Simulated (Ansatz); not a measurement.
`C[SiH2]C` + `[SiH3]`• → `C[SiH]C`• + SiH₄ at 400 K and 1 bar (hydrogen abstraction from the Si–H bond).

Program: Ansatz. Geometries: PBE0-D4/def2-TZVP. ΔE: electronic, gas phase. CCSD(T)/CBS adds triple-zeta CCSD(T) − MP2 to the extrapolated MP2 energy (def2 sets, frozen cores). This one scheme is used for every species. Open shells (•) are unrestricted, without spin–orbit coupling.

```json
{"species": "`C[SiH2]C`", "CCSD(T)/CBS energy (Eh)": "-370.01595", "H − E (kJ/mol)": "264.2", "S (J/(mol·K))": "327.2"}
{"species": "`[SiH3]`•", "CCSD(T)/CBS energy (Eh)": "-290.80808", "H − E (kJ/mol)": "70.3", "S (J/(mol·K))": "229.7"}
{"species": "`C[SiH]C`•", "CCSD(T)/CBS energy (Eh)": "-369.35839", "H − E (kJ/mol)": "238.7", "S (J/(mol·K))": "336.2"}
{"species": "SiH₄", "CCSD(T)/CBS energy (Eh)": "-291.46306", "H − E (kJ/mol)": "96.9", "S (J/(mol·K))": "218.6"}
```

H − E and S are ideal-gas, rigid-rotor, harmonic terms from PBE0-D4/def2-TZVP, with the whole ground term of open shells counted as degenerate. 1 Eh = 2625.50 kJ/mol, R = 8.31446 J/(mol·K).

**Question.** By hand: ΔE, ΔH, ΔS and ΔG.

**Answer.** ΔE = (-369.35839) + (-291.46306) − (-370.01595) − (-290.80808) = 0.00258 Eh = 6.8 kJ/mol. Δ(H − E) = 238.7 + 96.9 − 264.2 − 70.3 = 1.1, so ΔH = 7.9 kJ/mol. ΔS = 336.2 + 218.6 − 327.2 − 229.7 = -2.1 J/(mol·K). ΔG = 7.9 − 400 × (-2.1)/1000 = 8.7 kJ/mol.

**Question.** By hand: the equilibrium constant, and the temperature at which ΔG would vanish if ΔH and ΔS stayed fixed.

**Answer.** log₁₀ K = −ΔG/(RT ln 10) = -1.1. ΔH and −TΔS have one sign here, so there is no such temperature.

The number of gas molecules stays the same, so ΔS is small and ΔH decides. A doubt of 5 kJ/mol in ΔE shifts log₁₀ K by 0.7 here. These are equilibria of isolated gas molecules and say nothing of rates. Largest T1 diagnostic: 0.015 (customary marks: 0.02 for closed shells, 0.045 for open ones).

ΔS is within the doubt of such terms, so its sign, and with it that verdict, could turn.
